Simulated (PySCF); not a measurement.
# BH+: a composite coupled-cluster curve

The task here is to estimate one member of a computed series from the others.

Computed with PySCF 2.14.0. Level: CCSD(T) on ROHF, no relativity in the base curves; scalar relativity is added as a correction.

2 further runs of the same task are left out: 2 set aside as unsound or not needed.

Set-up of the first run:

* molecule: BH+
* state: doublet, unpaired electrons σ ↑
* smaller basis: B aug-cc-pVTZ, H aug-cc-pVTZ
* larger basis: B aug-cc-pVQZ, H aug-cc-pVQZ
* frozen core orbitals: 1
* extrapolation: correlation as n⁻³ (n = 3, 4), Hartree–Fock as (n+1)·exp(−9√n)
* corrections: core–valence correlation, scalar relativity
* distances (Å): 1.0687, 1.1173, 1.1658, 1.2144, 1.2630, 1.3237, 1.3844
* masses (u): 11.0093, 1.0078
* dissociation limit: B+ + H

Run with:

```bash
> OMP_NUM_THREADS=4 python comp.py task.json out
```

One table of the session follows, with a row left open; its other results are not shown here.

Parts of the energy along the bond, in eV from B+ + H:

| R (Å) | HF/CBS | CCSD corr. | (T) | core–valence | relativity |
| --- | --- | --- | --- | --- | --- |
| 1.0687 | -2.085 | 0.224 | -0.0201 | -0.0363 | 0.0031 |
| 1.1173 | -2.226 | 0.205 | -0.0214 | -0.0332 | 0.0032 |
| 1.1658 | -2.282 | 0.183 | -0.0228 | -0.0305 | 0.0033 |
| 1.2144 | ? | ? | ? | ? | ? |
| 1.2630 | -2.206 | 0.127 | -0.0263 | -0.0260 | 0.0033 |
| 1.3237 | -2.068 | 0.083 | -0.0289 | -0.0236 | 0.0033 |
| 1.3844 | -1.885 | 0.032 | -0.0318 | -0.0214 | 0.0032 |

Estimate the missing values for R (Å) = 1.2144.

Worked estimate for «HF/CBS». A straight line through the neighbours (1.1658, -2.282) and (1.2630, -2.206) gives -2.282 + (-2.206 + 2.282) × (1.2144 − 1.1658) / (1.2630 − 1.1658) = -2.244; a parabola fitted to 4 rows on both sides gives -2.270.

**Answer.** HF/CBS: -2.270; CCSD corr.: 0.157; (T): -0.0245; core–valence: -0.0281; relativity: 0.0033. In «HF/CBS» the line misses by +0.026 and the parabola by 0.000.
